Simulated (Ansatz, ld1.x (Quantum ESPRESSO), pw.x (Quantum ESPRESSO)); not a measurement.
## From atom to crystal: ultrasoft potential for Ru

- Element: ruthenium (Ru)
- Generator: ld1.x (Quantum ESPRESSO) 7.5
- Type: ultrasoft
- Functional: PBEsol
- Relativity: scalar-relativistic
- Frozen core: [Ar] 3d10
- Valence charge: 16
- Reference configuration: 4s2 4p6 4d7 5s1 5p0
- Partial waves: 4s (bound): rcut 1.80, rcutus 2.10 bohr; 5s (bound): rcut 1.80, rcutus 2.10 bohr; 4p (bound): rcut 1.80, rcutus 2.10 bohr; 5p (bound, empty): rcut 1.80, rcutus 2.10 bohr; 4d (bound): rcut 1.60, rcutus 2.15 bohr; 4d channel at 0.65 Ry: rcut 1.60, rcutus 2.15 bohr
- Local potential: all-electron potential smoothed inside 2.00 bohr (lloc = -2)
- Core correction: none
- Augmentation charge: PSQ, inside the norm-conserving radii

Crystal test: bcc Ru in pw.x 7.5, no spin, 15³ k-points, Fermi–Dirac smearing 0.01 Ry, cutoffs 50/400 Ry. The reference is all-electron LAPW (Ansatz 0.2.0) with the same functional, mesh and smearing; V0 and B0 come from Birch–Murnaghan fits to the pressures at five volumes. Errors are pseudo minus all-electron; Δ is the rms difference of the E(V) curves that follow from these fits, minima aligned, over ±6 % about the mean V0. Mesh and smearing are coarse, so the numbers serve the comparison and aren't converged zero-temperature values; the lattice is a test structure that the element need not adopt.

```
V (Å³/atom)  P all-electron (GPa)  P pseudo (GPa)
     13.080                 18.34           28.44
     13.424                  8.71           18.02
     13.768                  0.38            8.97
     14.112                 -6.82            1.12
     14.456                -13.03           -5.70
```

All-electron: a0 = 3.021 Å (V0 = 13.79 Å³/atom), B0 = 307.4 GPa.

Pseudopotential: mean pressure error (GPa): +8.65; a0 (Å): 3.049; a0 error (%): +0.91; B0 error (%): -4.2; Δ (meV/atom): 25.0. This is a poor potential for the solid. Atomic configuration tests: test run stopped at test 2 of 7 (negative rho).

**Question.** At the middle volume, how do free energy and pressure move when the wave cutoff is lowered (ecutrho held at 400 Ry)?

**Answer.**

```json
{"cutoff (Ry)": "22", "shift of F (meV/atom)": "+1017.0", "shift of P (GPa)": "-20.64"}
{"cutoff (Ry)": "30", "shift of F (meV/atom)": "+88.2", "shift of P (GPa)": "-3.58"}
{"cutoff (Ry)": "40", "shift of F (meV/atom)": "+17.7", "shift of P (GPa)": "-0.06"}
```

The run at the middle volume (120 k-points, 9 iterations) took about 15 s on one core of a shared host (Neoverse-V2, 96 threads, 742 GiB, load 79).
